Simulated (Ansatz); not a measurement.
Graphite was calculated with r²SCAN+rVV10 (Ansatz, a program for electronic structure, plane waves, PAW).

Run with plane-wave cutoff 560 eV, 24×24×8 k mesh (along the axes of the cell as run), Fermi–Dirac smearing 0.05 eV, scalar-relativistic PAW data made under PBE.

Properties against volume:

Shape and atoms are relaxed at each volume.

| V (Å³/atom) | P (GPa) | c (Å) | a (Å) |
|---|---|---|---|
| 8.367 | 1.93 | 6.431 | 2.451 |
| 8.541 | 0.86 | 6.554 | 2.453 |
| 8.716 | 0.01 | 6.678 | 2.455 |
| 8.890 | -0.67 | 6.803 | 2.457 |
| 9.064 | -1.19 | 6.930 | 2.458 |

Note: the bulk modulus comes from volumes at which shape and atoms were relaxed.
